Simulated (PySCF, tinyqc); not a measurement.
MP2 on RHF in the sto-3g basis, frozen core, for HF, spin multiplicity 1, step by step. The lowest restricted solution is unstable here: a spin-polarised one lies 0.0077 hartree lower (PySCF). Computed by tinyqc, a small Python program that keeps every step (integrals from PySCF). Settings: charge = 0, multiplicity = 1, basis = sto-3g, method = RHF, frozen orbitals = 1, energy threshold = 1e-10, iteration cap = 73, orthogonalisation = canonical, start = Wolfsberg-Helmholz matrix, DIIS depth = 6. Command: `OMP_NUM_THREADS=1 python tinyqc.py 30388 30389 out.jsonl` (the two numbers bound the seeds that draw the settings). One thread of a shared host (Intel(R) Xeon(R) Processor @ 2.60GHz), about 0.1 s of CPU time with the checks. The early iterations of the SCF are left out here.

## One-electron integrals

Geometry (angstrom):
```
atom         x         y         z
F     0.000000  0.000000  0.000000
H     0.000000  0.000000  1.292000
```

Basis sto-3g: exponents (1/bohr^2) and contraction coefficients of normalised primitives:
```
element  l (shell)    exponent  coefficient
F            s (1)  166.679130     0.154329
F            s (1)   30.360812     0.535328
F            s (1)    8.216821     0.444635
F            s (2)    6.464803    -0.099967
F            s (2)    1.502281     0.399513
F            s (2)    0.488588     0.700115
F            p (3)    6.464803     0.155916
F            p (3)    1.502281     0.607684
F            p (3)    0.488588     0.391957
H            s (1)    3.425251     0.154329
H            s (1)    0.623914     0.535328
H            s (1)    0.168855     0.444635
```

Overlap, kinetic and nuclear-attraction integrals over the contracted functions; the nuclear repulsion is the sum of Za Zb / Rab.

nuclear repulsion = 3.68621896 hartree

overlap S, lower triangle:
```
           1F 1s     1F 2s    1F 2px    1F 2py    1F 2pz     2H 1s
1F 1s   1.000000
1F 2s   0.237990  1.000000
1F 2px  0.000000  0.000000  1.000000
1F 2py  0.000000  0.000000  0.000000  1.000000
1F 2pz  0.000000  0.000000  0.000000  0.000000  1.000000
2H 1s   0.020333  0.240703  0.000000  0.000000  0.214457  1.000000
```

kinetic energy T (hartree), lower triangle:
```
            1F 1s     1F 2s    1F 2px    1F 2py    1F 2pz     2H 1s
1F 1s   36.984577
1F 2s   -0.212858  1.037995
1F 2px   0.000000  0.000000  3.248015
1F 2py   0.000000  0.000000  0.000000  3.248015
1F 2pz   0.000000  0.000000  0.000000  0.000000  3.248015
2H 1s   -0.006637  0.006163  0.000000  0.000000  0.067507  0.760032
```

nuclear attraction V (hartree), lower triangle:
```
             1F 1s       1F 2s      1F 2px      1F 2py      1F 2pz      2H 1s
1F 1s   -77.419160
1F 2s    -9.274285  -11.950647
1F 2px    0.000000    0.000000  -11.842499
1F 2py    0.000000    0.000000    0.000000  -11.842499
1F 2pz   -0.007585   -0.094619    0.000000    0.000000  -11.889525
2H 1s    -0.811093   -2.019225    0.000000    0.000000   -1.533051  -4.877321
```

core Hamiltonian H = T + V (hartree), lower triangle:
```
             1F 1s       1F 2s     1F 2px     1F 2py     1F 2pz      2H 1s
1F 1s   -40.434583
1F 2s    -9.487142  -10.912651
1F 2px    0.000000    0.000000  -8.594484
1F 2py    0.000000    0.000000   0.000000  -8.594484
1F 2pz   -0.007585   -0.094619   0.000000   0.000000  -8.641510
2H 1s    -0.817730   -2.013063   0.000000   0.000000  -1.465544  -4.117289
```

## Two-electron integrals

Functions are numbered as in S; the eight-fold symmetry (ij|kl) = (ji|kl) = (kl|ij) leaves the list below.

Two-electron integrals (ij|kl) in chemists' order, unique and non-zero (hartree):
```
(11|11) 5.403501   (21|11) 0.841920   (21|21) 0.156299   (22|11) 1.268028
(22|21) 0.292344   (22|22) 0.926167   (31|31) 0.027998   (32|31) 0.043169
(32|32) 0.204588   (33|11) 1.264502   (33|21) 0.292403   (33|22) 0.925959
(33|33) 0.997514   (41|41) 0.027998   (42|41) 0.043169   (42|42) 0.204588
(43|43) 0.053770   (44|11) 1.264502   (44|21) 0.292403   (44|22) 0.925959
(44|33) 0.889973   (44|44) 0.997514   (51|51) 0.027998   (52|51) 0.043169
(52|52) 0.204588   (53|53) 0.053770   (54|54) 0.053770   (55|11) 1.264502
(55|21) 0.292403   (55|22) 0.925959   (55|33) 0.889973   (55|44) 0.889973
(55|55) 0.997514   (61|11) 0.072759   (61|21) 0.013405   (61|22) 0.024955
(61|33) 0.024919   (61|44) 0.024919   (61|51) 0.000522   (61|52) 0.000989
(61|55) 0.025032   (61|61) 0.001160   (62|11) 0.205893   (62|21) 0.048200
(62|22) 0.173093   (62|33) 0.170488   (62|44) 0.170488   (62|51) 0.003241
(62|52) 0.026631   (62|55) 0.178128   (62|61) 0.004198   (62|62) 0.041716
(63|31) 0.004779   (63|32) 0.029346   (63|53) 0.005431   (63|63) 0.005880
(64|41) 0.004779   (64|42) 0.029346   (64|54) 0.005431   (64|64) 0.005880
(65|11) 0.149199   (65|21) 0.035348   (65|22) 0.136027   (65|33) 0.130462
(65|44) 0.130462   (65|51) 0.006830   (65|52) 0.048846   (65|55) 0.146999
(65|61) 0.003188   (65|62) 0.040387   (65|65) 0.044778   (66|11) 0.405517
(66|21) 0.096437   (66|22) 0.400503   (66|33) 0.388798   (66|44) 0.388798
(66|51) 0.007088   (66|52) 0.083655   (66|55) 0.423604   (66|61) 0.008424
(66|62) 0.131260   (66|65) 0.148808   (66|66) 0.774606
```

## Orthogonalisation

S = U s U^T; canonical form X = U s^(-1/2), so that X^T S X = 1. Each column of U has its largest component positive (the first on a tie).

eigenvalues of S: 0.632012  0.854996  1.000000  1.000000  1.126221  1.386771

X:
```
                1          2          3         4          5         6
1F 1s   -0.469476   0.661193   0.000000  0.000000  -0.531405  0.348970
1F 2s    0.789363  -0.365831   0.000000  0.000000  -0.312716  0.524593
1F 2px   0.000000   0.000000   0.998364  0.057173   0.000000  0.000000
1F 2py   0.000000   0.000000  -0.057173  0.998364   0.000000  0.000000
1F 2pz   0.432774   0.640927   0.000000  0.000000   0.614093  0.276076
2H 1s   -0.742600  -0.433358   0.000000  0.000000   0.361431  0.497900
```

Within a degenerate level the vectors are fixed only up to a rotation; this is one choice.

## Iteration 6 (converged): orbitals

converged F (hartree), lower triangle:
```
             1F 1s      1F 2s     1F 2px     1F 2py     1F 2pz      2H 1s
1F 1s   -25.919869
1F 2s    -6.625828  -3.015209
1F 2px    0.000000   0.000000  -0.463975
1F 2py    0.000000   0.000000   0.000000  -0.463975
1F 2pz   -0.014110  -0.017585   0.000000   0.000000  -0.203346
2H 1s    -0.578305  -0.583387   0.000000   0.000000  -0.406443  -0.262095
```

Diagonalise F' = X^T F X, C = X C', fill 5 alpha and 5 beta electrons from the bottom; D = 2 C_occ C_occ^T. Each column has its largest component positive (the first on a tie).

F' = X^T F X (hartree), lower triangle:
```
           1          2          3          4          5          6
1  -2.327748
2   4.650856  -8.293972
3   0.000000   0.000000  -0.463975
4   0.000000   0.000000   0.000000  -0.463975
5  -4.208397   8.552476   0.000000   0.000000  -9.737896
6   3.147858  -6.788757   0.000000   0.000000   7.680209  -7.117986
```

orbital energies (hartree): MO1 -25.929088, MO2 -1.410446, MO3 -0.468859, MO4 -0.463975, MO5 -0.463975, MO6 0.330791

coefficients C:
```
              MO1        MO2        MO3        MO4       MO5        MO6
1F 1s    0.995005  -0.259250   0.046219   0.000000  0.000000   0.048716
1F 2s    0.020435   1.002207  -0.234991   0.000000  0.000000  -0.264307
1F 2px   0.000000   0.000000   0.000000  -0.576422  0.817152   0.000000
1F 2py   0.000000   0.000000   0.000000   0.817152  0.576422   0.000000
1F 2pz   0.001110   0.019366   0.685277   0.000000  0.000000  -0.762515
2H 1s   -0.002747   0.090520   0.606193   0.000000  0.000000   0.861463
```

D after iteration 6, lower triangle:
```
            1F 1s      1F 2s    1F 2px    1F 2py    1F 2pz     2H 1s
1F 1s    2.118763
1F 2s   -0.500700   2.120116
1F 2px   0.000000   0.000000  2.000000
1F 2py   0.000000   0.000000  0.000000  2.000000
1F 2pz   0.055514  -0.283204  0.000000  0.000000  0.939961
2H 1s    0.003635  -0.103571  0.000000  0.000000  0.834320  0.751344
```

Within a degenerate level the vectors are fixed only up to a rotation; this is one choice.

## Convergence

Stop when the energy changes by less than 1e-10 hartree and every element of the error matrix X^T (F D S - S D F) X is below 3e-06.

Course of the cycle:
```
iteration   E (hartree)     change  largest element of the error matrix
1          -98.14024071          -                             3.87e-01
2          -98.48942401  -3.49e-01                             6.73e-02
3          -98.49141918  -2.00e-03                             1.27e-02
4          -98.49149942  -8.02e-05                             1.39e-05
5          -98.49149942  -1.62e-10                             7.40e-07
6          -98.49149942  -4.41e-13                             2.44e-08
```

PySCF RHF in the same basis = -98.49149942 hartree

Converged in 6 iterations.

## Integrals over molecular orbitals

(pq|rs) = sum C_ip C_jq C_kr C_ls (ij|kl), one index at a time.

one-electron integrals over orbitals h = C^T H C (hartree), lower triangle:
```
            1          2          3          4          5          6
1  -40.417371
2    0.724542  -9.121155
3   -0.121609   0.470081  -6.713880
4    0.000000   0.000000   0.000000  -8.594484
5    0.000000   0.000000   0.000000   0.000000  -8.594484
6   -0.133371   0.731769   2.306849   0.000000   0.000000  -5.958056
```

Two-electron integrals over orbitals (pq|rs), unique and non-zero (hartree); the lowest 1 orbital is frozen and left out:
```
(22|22) 0.875366    (32|22) -0.045659   (32|32) 0.131500    (33|22) 0.683344
(33|32) -0.011820   (33|33) 0.666784    (42|42) 0.190129    (43|42) -0.025978
(43|43) 0.034251    (44|22) 0.896835    (44|32) -0.062957   (44|33) 0.669503
(44|44) 0.997514    (52|52) 0.190129    (53|52) -0.025978   (53|53) 0.034251
(54|54) 0.053770    (55|22) 0.896835    (55|32) -0.062957   (55|33) 0.669503
(55|44) 0.889973    (55|55) 0.997514    (62|22) -0.079446   (62|32) -0.079456
(62|33) -0.021149   (62|44) -0.078928   (62|55) -0.078928   (62|62) 0.091338
(63|22) -0.244974   (63|32) 0.076652    (63|33) -0.090447   (63|44) -0.251954
(63|55) -0.251954   (63|62) 0.033771    (63|63) 0.238113    (64|42) -0.026513
(64|43) -0.022893   (64|64) 0.028777    (65|52) -0.026513   (65|53) -0.022893
(65|65) 0.028777    (66|22) 0.633929    (66|32) 0.042816    (66|33) 0.643270
(66|44) 0.619205    (66|55) 0.619205    (66|62) -0.051354   (66|63) -0.027393
(66|66) 0.668091
```

## Second-order Moller-Plesset energy

Hartree-Fock energy = -98.49149942 hartree

E2 = sum_ijab (ia|jb) [2 (ia|jb) - (ib|ja)] / (e_i + e_j - e_a - e_b) over occupied i, j and virtual a, b; the opposite-spin part is (ia|jb)^2 / denominator, the rest is same-spin, and SCS-MP2 scales them by 6/5 and 1/3.

Terms:
```
i  j  a  b   (ia|jb)   (ib|ja)  denominator       term
3  3  6  6  0.238113  0.238113    -1.599301  -0.035452
2  2  6  6  0.091338  0.091338    -3.482475  -0.002396
4  4  6  6  0.028777  0.028777    -1.589533  -0.000521
5  5  6  6  0.028777  0.028777    -1.589533  -0.000521
2  3  6  6  0.033771  0.033771    -2.540888  -0.000449
3  2  6  6  0.033771  0.033771    -2.540888  -0.000449
```

Pair energies (hartree; pair i-j sums ij and ji):
```
pair  opposite spin  same spin
2-2       -0.002396   0.000000
3-2       -0.000898   0.000000
3-3       -0.035452   0.000000
4-4       -0.000521   0.000000
5-5       -0.000521   0.000000
```

MP2 correlation energy = -0.03978675 hartree

SCS-MP2 correlation energy = -0.04774410 hartree

MP2 total energy = -98.53128617 hartree
